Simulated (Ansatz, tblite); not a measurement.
# InCl2F: removing and adding an electron

Aim: the energy of removing and adding an electron for InCl2F, by energy differences, and how well orbital energies stand in for it.

The runs use Ansatz 0.2.0, Gaussian basis; as each input shows.

Plan: charge +1 doublet, at the geometry of the singlet (PBE0-D4/def2-TZVP, PBE-D4/def2-TZVP, r2SCAN-D4/def2-TZVP, CCSD(T)/def2-TZVPP); charge -1 doublet, at the geometry of the singlet (PBE0-D4/def2-TZVPD, PBE-D4/def2-TZVPD, r2SCAN-D4/def2-TZVPD); the starting singlet's energies come from earlier runs.

1 further run of the same task is left out (set aside as unsound or not needed).

## (1) The structure

The geometry is that of the singlet, from an earlier relaxation (r2SCAN-D4/def2-SVP).

4 atoms, charge 0, spin multiplicity 1.

Atoms are counted from 1 here; the program's logs count them from 0.

Bond lengths: In1–Cl2 2.319 Å, In1–Cl3 2.319 Å, In1–F4 1.943 Å. Angles: Cl2–In1–Cl3 123.1°, Cl2–In1–F4 118.4°, Cl3–In1–F4 118.4°.

In takes a core potential in the def2 sets. No spin-orbit coupling is included.

## (2) Charge +1 doublet at the fixed geometry, first pass, PBE0-D4/def2-SVP

in.yaml

```yaml
crystal:
  periodic: [false, false, false]
  atoms:
    - {symbol: In, position_ang: [-0.033841, -0.057008, 0.000195]}
    - {symbol: Cl, position_ang: [2.283292, -0.148272, 0.013999]}
    - {symbol: Cl, position_ang: [-1.223616, 1.933415, -0.016488]}
    - {symbol: F, position_ang: [-1.025835, -1.728135, 0.002293]}
basis:
  gaussian: {orbitals: def2-SVP}
total_charge: 1
magnetization: {spin_polarized: true, initial_magnetization: 1}
hamiltonian: {xc: pbe0, dispersion: d4}
output: {orbitals: {seedname: orbitals}}
```

Launch:

```console
$ ansatz run in.yaml --threads 4 --pin off --events-out ev --progress --plain --max-ram 3916MiB
```

Standard output:

```text
Functional definition: PBE0
  name "PBE0"
  cite "Adamo & Barone, J. Chem. Phys. 110, 6158 (1999) doi:10.1063/1.478522"
  cite "Perdew, Burke & Ernzerhof, Phys. Rev. Lett. 77, 3865 (1996) doi:10.1103/PhysRevLett.77.3865"
  parent pbe
  parameter a = 0.25
  parameter kappa = 0.804
  parameter beta = 0.06672455060314922
  exchange = (1 - a)*pbe_x(kappa = kappa, mu = beta*pi^2/3) + a*exact_x
  correlation = pbe_c(beta = beta)
782 factors; integrals over basis functions are off by at most 2.4e-4 eV
mean field evaluation 1: about -32898.7655 eV, gradient 4.7e1 eV
mean field evaluation 2: about -32703.6739 eV, gradient 1.7e2 eV
mean field evaluation 4: about -32896.7495 eV, gradient 4.1e1 eV
mean field evaluation 8: about -32906.5942 eV, gradient 8.2e-1 eV
mean field evaluation 16: about -32906.6546 eV, gradient 1.2e-2 eV
mean field evaluation 32: about -32906.6546 eV, gradient 3.0e-5 eV
mean field evaluation 64: about -32906.5616 eV, gradient 6.8e-2 eV
mean field evaluation 96: about -32906.2126 eV, gradient 7.0e0 eV
mean field evaluation 128: about -32906.6160 eV, gradient 2.5e0 eV
mean field -32906.65464108 eV, -1209.2972531280 hartree, gradient 2.7e-6 eV, S^2 0.758015; 9 other end points of the search recorded, 0 dependent functions left out
reference -32906.65467589 eV, -1209.2972544073 hartree; 32, 31 occupied and 44, 45 virtual orbitals, 782 factors
Total energy: -32906.73925651 eV, -1209.3003626878 hartree
```

Run time: 14 s. Hardware: 4 threads of Intel Xeon at 2.70GHz, shared host.

From the report: HOMO -15.15 eV, LUMO -13.98 eV (over both spins); ⟨S²⟩ 0.758 (pure: 0.75); the next solution that the search met lies 0.092 eV higher.

## (3) Charge +1 doublet at the fixed geometry, PBE0-D4/def2-TZVP

start.molden holds the orbitals of an earlier run on this state, given as this run's starting guess.

Changes to in.yaml since step 2:

```diff
@@ -8,3 +8,3 @@
 basis:
-  gaussian: {orbitals: def2-SVP}
+  gaussian: {orbitals: def2-TZVP, initial_orbitals: start.molden}
 total_charge: 1
@@ -12,2 +12,3 @@
 hamiltonian: {xc: pbe0, dispersion: d4}
+scf: {omitted_lower_state_checks: [starts]}
 output: {orbitals: {seedname: orbitals}}
```

The command is unchanged.

Standard output, cut to the lines that bear on the results:

```text
Functional definition: PBE0
  name "PBE0"
  cite "Adamo & Barone, J. Chem. Phys. 110, 6158 (1999) doi:10.1063/1.478522"
  cite "Perdew, Burke & Ernzerhof, Phys. Rev. Lett. 77, 3865 (1996) doi:10.1103/PhysRevLett.77.3865"
  parent pbe
[...]
1173 factors; their error is unknown
[...]
mean field -32919.05711125 eV, -1209.7530355000 hartree, gradient 4.2e-6 eV, S^2 0.760505; 0 other end points of the search recorded, 0 dependent functions left out
reference -32919.05714197 eV, -1209.7530366291 hartree; 32, 31 occupied and 123, 124 virtual orbitals, 1173 factors
Total energy: -32919.14172259 eV, -1209.7561449096 hartree
Checks for a lower state left out: starts
```

It took 9 s on 4 threads of Intel Xeon at 2.70GHz, shared host; peak memory 0.76 GiB.

Report: HOMO -15.05 eV, LUMO -13.85 eV (over both spins); ⟨S²⟩ 0.761 (pure: 0.75).

## (4) Charge +1 doublet at the fixed geometry, PBE-D4/def2-TZVP

Changes to in.yaml since step 3:

```diff
@@ -11,3 +11,3 @@
 magnetization: {spin_polarized: true, initial_magnetization: 1}
-hamiltonian: {xc: pbe0, dispersion: d4}
+hamiltonian: {xc: pbe, dispersion: d4}
 scf: {omitted_lower_state_checks: [starts]}
```

Launched as before.

Standard output:

```text
Functional definition: PBE
  name "PBE"
  cite "Perdew, Burke & Ernzerhof, Phys. Rev. Lett. 77, 3865 (1996) doi:10.1103/PhysRevLett.77.3865"
  parent pbe
  parameter kappa = 0.804
  parameter beta = 0.06672455060314922
  exchange = pbe_x(kappa = kappa, mu = beta*pi^2/3)
  correlation = pbe_c(beta = beta)
these checks for a lower state are left out or cut short: starts
1056 factors; their error is unknown
mean field evaluation 1: about -32917.5192 eV, gradient 9.3e0 eV
mean field evaluation 2: about -32917.6730 eV, gradient 2.4e-1 eV
mean field evaluation 4: about -32917.6851 eV, gradient 1.4e0 eV
mean field evaluation 8: about -32917.7061 eV, gradient 6.3e-4 eV
mean field evaluation 16: about -32917.7061 eV, gradient 2.0e-4 eV
mean field -32917.70613751 eV, -1209.7033881310 hartree, gradient 1.3e-6 eV, S^2 0.752067; 0 other end points of the search recorded, 0 dependent functions left out
reference -32917.70618156 eV, -1209.7033897498 hartree; 32, 31 occupied and 123, 124 virtual orbitals, 1056 factors
Total energy: -32917.80379630 eV, -1209.7069770251 hartree
Checks for a lower state left out: starts
```

Wall time 5.5 s (4 threads of Intel Xeon at 2.70GHz, shared host).

HOMO -14.26 eV, LUMO -14.22 eV (over both spins); ⟨S²⟩ 0.752 (pure: 0.75).

## (5) Charge +1 doublet at the fixed geometry, r2SCAN-D4/def2-TZVP

Changes to in.yaml since step 4:

```diff
@@ -11,3 +11,3 @@
 magnetization: {spin_polarized: true, initial_magnetization: 1}
-hamiltonian: {xc: pbe, dispersion: d4}
+hamiltonian: {xc: r2scan, dispersion: d4}
 scf: {omitted_lower_state_checks: [starts]}
```

The command is unchanged.

Standard output, cut to the lines that bear on the results:

```text
Functional definition: r2SCAN
  name "r2SCAN"
  cite "Furness, Kaplan, Ning, Perdew & Sun, J. Phys. Chem. Lett. 11, 8208 (2020) doi:10.1021/acs.jpclett.0c02405"
  cite "Furness, Kaplan, Ning, Perdew & Sun, J. Phys. Chem. Lett. 11, 9248 (2020) doi:10.1021/acs.jpclett.0c03077"
  parent r2scan
[...]
1056 factors; their error is unknown
[...]
mean field -32929.35005297 eV, -1210.1312941316 hartree, gradient 4.9e-6 eV, S^2 0.754463; 0 other end points of the search recorded, 0 dependent functions left out
reference -32929.35006517 eV, -1210.1312945798 hartree; 32, 31 occupied and 123, 124 virtual orbitals, 1056 factors
Total energy: -32929.37180400 eV, -1210.1320934671 hartree
Checks for a lower state left out: starts
```

It took 12 s on 4 threads of Intel Xeon at 2.70GHz, shared host.

HOMO -14.47 eV, LUMO -14.40 eV (over both spins); ⟨S²⟩ 0.754 (pure: 0.75).

## (6) Charge +1 doublet at the fixed geometry, CCSD(T)/def2-TZVPP

Changes to in.yaml since step 5:

```diff
@@ -8,7 +8,7 @@
 basis:
-  gaussian: {orbitals: def2-TZVP, initial_orbitals: start.molden}
+  gaussian: {orbitals: def2-TZVPP, initial_orbitals: start.molden}
 total_charge: 1
 magnetization: {spin_polarized: true, initial_magnetization: 1}
-hamiltonian: {xc: r2scan, dispersion: d4}
-scf: {omitted_lower_state_checks: [starts]}
+correlation: {method: ccsd_t}
+scf: {omitted_lower_state_checks: [starts, cluster_reference]}
 output: {orbitals: {seedname: orbitals}}
```

Launched as before.

Standard output, cut to the lines that bear on the results:

```text
Functional definition: HF
  name "HF"
  cite "Fock, Z. Phys. 61, 126 (1930) doi:10.1007/BF01340294"
  parent pbe
[...]
1186 factors; integrals over basis functions are off by at most 8.7e-4 eV
[...]
mean field -32856.41004113 eV, -1207.4507981370 hartree, gradient 2.3e-6 eV, S^2 0.760731; 0 other end points of the search recorded, 0 dependent functions left out
15 core orbitals not correlated: weight in the atoms' cores, before any rotation towards them, 1.000 or more for the frozen orbitals, at most 0.000 for the correlated occupied ones
reference -32856.41004113 eV, -1207.4507981370 hartree; 17, 16 occupied and 133, 134 virtual orbitals, 1186 factors
second order -23.25342733 eV of doubles, -0.00000000 eV of singles
cycle   1  -23.34293635 eV  change   -9.0e-2 eV  update   1.3e-1
[...]
cycle  21  -24.06270195 eV  change   -1.5e-5 eV  update   1.9e-5
perturbative correction -0.89036046 eV, -0.0327201435 hartree
Total energy: -32881.36310354 eV, -1208.3678062668 hartree
Checks for a lower state left out: starts, cluster_reference
```

Wall time 2.4 min (4 threads of Intel Xeon at 2.70GHz, shared host); peak memory 3.4 GiB.

Report: Hartree-Fock HOMO -17.47 eV, LUMO -9.45 eV (over both spins); ⟨S²⟩ 0.761 (pure: 0.75); T1 0.023.

## (7) Vertical ionisation energy

Charged state less starting state, singlet to doublet; the starting state's energies are those of its earlier runs.

Differences are taken before rounding.

```tsv
method	vertical ionisation energy (eV)	from CCSD(T)/def2-TZVPP (eV)	time
HF/def2-TZVPP	11.13	-0.89	
PBE-D4/def2-TZVP	11.23	-0.80	7.3 s
r2SCAN-D4/def2-TZVP	11.51	-0.52	15 s
PBE0-D4/def2-TZVP	11.74	-0.29	11 s
MP2/def2-TZVPP	12.21	+0.19	
CCSD/def2-TZVPP	12.01	-0.02	
CCSD(T)/def2-TZVPP	12.02	0	2.6 min
```

Times add the two runs; a level without a time comes out of a correlated run.

Beside −ε(HOMO) of the starting state:

```tsv
level	−ε(HOMO) (eV)	by difference (eV)	mismatch (eV)
PBE-D4/def2-TZVP	8.16	11.23	-3.07
r2SCAN-D4/def2-TZVP	8.54	11.51	-2.97
PBE0-D4/def2-TZVP	9.61	11.74	-2.13
```

## (8) Charge -1 doublet at the fixed geometry, first pass, PBE0-D4/def2-SVP

Changes to in.yaml since step 6:

```diff
@@ -8,7 +8,6 @@
 basis:
-  gaussian: {orbitals: def2-TZVPP, initial_orbitals: start.molden}
-total_charge: 1
+  gaussian: {orbitals: def2-SVP}
+total_charge: -1
 magnetization: {spin_polarized: true, initial_magnetization: 1}
-correlation: {method: ccsd_t}
-scf: {omitted_lower_state_checks: [starts, cluster_reference]}
+hamiltonian: {xc: pbe0, dispersion: d4}
 output: {orbitals: {seedname: orbitals}}
```

The command is unchanged.

Standard output:

```text
Functional definition: PBE0
  name "PBE0"
  cite "Adamo & Barone, J. Chem. Phys. 110, 6158 (1999) doi:10.1063/1.478522"
  cite "Perdew, Burke & Ernzerhof, Phys. Rev. Lett. 77, 3865 (1996) doi:10.1103/PhysRevLett.77.3865"
  parent pbe
  parameter a = 0.25
  parameter kappa = 0.804
  parameter beta = 0.06672455060314922
  exchange = (1 - a)*pbe_x(kappa = kappa, mu = beta*pi^2/3) + a*exact_x
  correlation = pbe_c(beta = beta)
782 factors; integrals over basis functions are off by at most 2.4e-4 eV
mean field evaluation 1: about -32918.9215 eV, gradient 8.6e0 eV
mean field evaluation 2: about -32918.7022 eV, gradient 1.3e1 eV
mean field evaluation 4: about -32919.3285 eV, gradient 6.3e-1 eV
mean field evaluation 8: about -32919.3973 eV, gradient 4.9e-2 eV
mean field evaluation 16: about -32919.3973 eV, gradient 4.5e-5 eV
mean field -32919.39733661 eV, -1209.7655385516 hartree, gradient 4.5e-5 eV, S^2 0.752232; 2 other end points of the search recorded, 0 dependent functions left out
reference -32919.39736958 eV, -1209.7655397632 hartree; 33, 32 occupied and 43, 44 virtual orbitals, 782 factors
Total energy: -32919.49705028 eV, -1209.7692029613 hartree
```

It took 1.5 s on 4 threads of Intel Xeon at 2.70GHz, shared host.

HOMO 1.03 eV, LUMO 3.26 eV (over both spins); ⟨S²⟩ 0.752 (pure: 0.75). Doubts: highest occupied level lies above zero.

## (9) Charge -1 doublet at the fixed geometry, PBE0-D4/def2-TZVPD

Changes to in.yaml since step 8:

```diff
@@ -8,3 +8,3 @@
 basis:
-  gaussian: {orbitals: def2-SVP}
+  gaussian: {orbitals: def2-TZVPD, initial_orbitals: start.molden}
 total_charge: -1
@@ -12,2 +12,3 @@
 hamiltonian: {xc: pbe0, dispersion: d4}
+scf: {omitted_lower_state_checks: [starts]}
 output: {orbitals: {seedname: orbitals}}
```

Same command.

Standard output:

```text
Functional definition: PBE0
  name "PBE0"
  cite "Adamo & Barone, J. Chem. Phys. 110, 6158 (1999) doi:10.1063/1.478522"
  cite "Perdew, Burke & Ernzerhof, Phys. Rev. Lett. 77, 3865 (1996) doi:10.1103/PhysRevLett.77.3865"
  parent pbe
  parameter a = 0.25
  parameter kappa = 0.804
  parameter beta = 0.06672455060314922
  exchange = (1 - a)*pbe_x(kappa = kappa, mu = beta*pi^2/3) + a*exact_x
  correlation = pbe_c(beta = beta)
these checks for a lower state are left out or cut short: starts
1326 factors; their error is unknown
mean field evaluation 1: about -32928.2567 eV, gradient 1.3e2 eV
mean field evaluation 2: about -32931.7610 eV, gradient 5.5e0 eV
mean field evaluation 4: about -32932.2544 eV, gradient 1.5e-2 eV
mean field evaluation 8: about -32932.3597 eV, gradient 2.5e-5 eV
mean field -32932.35968074 eV, -1210.2418959122 hartree, gradient 2.5e-5 eV, S^2 0.751915; 0 other end points of the search recorded, 0 dependent functions left out
reference -32932.35972256 eV, -1210.2418974490 hartree; 33, 32 occupied and 155, 156 virtual orbitals, 1326 factors
Total energy: -32932.45940326 eV, -1210.2455606471 hartree
Checks for a lower state left out: starts
```

It took 4.6 s on 4 threads of Intel Xeon at 2.70GHz, shared host; peak memory 0.71 GiB.

HOMO 0.20 eV, LUMO 2.11 eV (over both spins); ⟨S²⟩ 0.752 (pure: 0.75). Doubts: highest occupied level lies above zero.

## (10) Charge -1 doublet at the fixed geometry, PBE-D4/def2-TZVPD

Changes to in.yaml since step 9:

```diff
@@ -11,3 +11,3 @@
 magnetization: {spin_polarized: true, initial_magnetization: 1}
-hamiltonian: {xc: pbe0, dispersion: d4}
+hamiltonian: {xc: pbe, dispersion: d4}
 scf: {omitted_lower_state_checks: [starts]}
```

Launched as before.

Standard output:

```text
Functional definition: PBE
  name "PBE"
  cite "Perdew, Burke & Ernzerhof, Phys. Rev. Lett. 77, 3865 (1996) doi:10.1103/PhysRevLett.77.3865"
  parent pbe
  parameter kappa = 0.804
  parameter beta = 0.06672455060314922
  exchange = pbe_x(kappa = kappa, mu = beta*pi^2/3)
  correlation = pbe_c(beta = beta)
these checks for a lower state are left out or cut short: starts
1188 factors; their error is unknown
mean field evaluation 1: about -32930.4620 eV, gradient 9.3e0 eV
mean field evaluation 2: about -32930.5920 eV, gradient 1.9e-1 eV
mean field evaluation 4: about -32930.5836 eV, gradient 1.3e-3 eV
mean field evaluation 8: about -32930.5836 eV, gradient 1.1e-5 eV
mean field -32930.58361314 eV, -1210.1766266318 hartree, gradient 1.1e-5 eV, S^2 0.750907; 0 other end points of the search recorded, 0 dependent functions left out
reference -32930.58366622 eV, -1210.1766285821 hartree; 33, 32 occupied and 155, 156 virtual orbitals, 1188 factors
Total energy: -32930.69856550 eV, -1210.1808510531 hartree
Checks for a lower state left out: starts
```

Wall time 2.5 s (4 threads of Intel Xeon at 2.70GHz, shared host).

HOMO 0.83 eV, LUMO 1.26 eV (over both spins); ⟨S²⟩ 0.751 (pure: 0.75). Doubts: highest occupied level lies above zero.

## (11) Charge -1 doublet at the fixed geometry, r2SCAN-D4/def2-TZVPD

Changes to in.yaml since step 10:

```diff
@@ -11,3 +11,3 @@
 magnetization: {spin_polarized: true, initial_magnetization: 1}
-hamiltonian: {xc: pbe, dispersion: d4}
+hamiltonian: {xc: r2scan, dispersion: d4}
 scf: {omitted_lower_state_checks: [starts]}
```

Launched as before.

Standard output:

```text
Functional definition: r2SCAN
  name "r2SCAN"
  cite "Furness, Kaplan, Ning, Perdew & Sun, J. Phys. Chem. Lett. 11, 8208 (2020) doi:10.1021/acs.jpclett.0c02405"
  cite "Furness, Kaplan, Ning, Perdew & Sun, J. Phys. Chem. Lett. 11, 9248 (2020) doi:10.1021/acs.jpclett.0c03077"
  parent r2scan
  parameter k0 = 0.174
  parameter k1 = 0.065
  parameter a1 = 4.9479
  exchange = r2scan_x(k0 = k0, k1 = k1, a1 = a1)
  correlation = r2scan_c
these checks for a lower state are left out or cut short: starts
1188 factors; their error is unknown
mean field evaluation 1: about -32942.3854 eV, gradient 6.6e0 eV
mean field evaluation 2: about -32942.4252 eV, gradient 8.3e-2 eV
mean field evaluation 4: about -32942.4194 eV, gradient 6.7e-4 eV
mean field evaluation 8: about -32942.4194 eV, gradient 1.5e-5 eV
mean field -32942.41936068 eV, -1210.6115823311 hartree, gradient 1.5e-5 eV, S^2 0.752824; 0 other end points of the search recorded, 0 dependent functions left out
reference -32942.41940868 eV, -1210.6115840950 hartree; 33, 32 occupied and 155, 156 virtual orbitals, 1188 factors
Total energy: -32942.44529101 eV, -1210.6125352533 hartree
Checks for a lower state left out: starts
```

Wall time 4.9 s (4 threads of Intel Xeon at 2.70GHz, shared host).

From the report: HOMO 0.82 eV, LUMO 1.66 eV (over both spins); ⟨S²⟩ 0.753 (pure: 0.75). Doubts: highest occupied level lies above zero.

## (12) Vertical electron affinity

Starting state less charged state (positive: the electron is bound), singlet to doublet; the starting state's energies are those of its earlier runs.

```tsv
level	vertical electron affinity (eV)	time
PBE-D4/def2-TZVPD	+1.61	4.4 s
r2SCAN-D4/def2-TZVPD	+1.52	8 s
PBE0-D4/def2-TZVPD	+1.53	7.6 s
```

Times add the two runs; a level without a time comes out of a correlated run.

Beside −ε(LUMO) of the starting state:

```tsv
level	−ε(LUMO) (eV)	by difference (eV)	mismatch (eV)
PBE-D4/def2-TZVPD	4.21	1.61	+2.60
r2SCAN-D4/def2-TZVPD	3.99	1.52	+2.47
PBE0-D4/def2-TZVPD	3.32	1.53	+1.79
```

## (13) What came out

| quantity | value |
| --- | --- |
| vertical ionisation energy, functionals in def2-TZVP | 11.23 (PBE-D4) to 11.74 eV (PBE0-D4) |
| vertical ionisation energy, CCSD(T)/def2-TZVPP | 12.02 eV |
| vertical electron affinity, functionals in def2-TZVPD | 1.52 (r2SCAN-D4) to 1.61 eV (PBE-D4) |

In words: The vertical ionisation energy spans 11.23 to 11.74 eV over the functionals, beside 12.02 eV from CCSD(T)/def2-TZVPP. −ε(HOMO) misses the level's own difference by -2.13 eV at best (PBE0-D4) and -3.07 eV at worst (PBE-D4). The reference is CCSD(T) in one finite basis, so it carries an error of its own, often a tenth of an eV or more, and near misses can't be ranked. The vertical electron affinity spans 1.52 to 1.61 eV over the functionals. The anion's highest level lies above zero where self-interaction lifts it, so diffuse functions weigh on these values. −ε(LUMO) misses the level's own difference by +1.79 eV at best (PBE0-D4) and +2.60 eV at worst (PBE-D4).
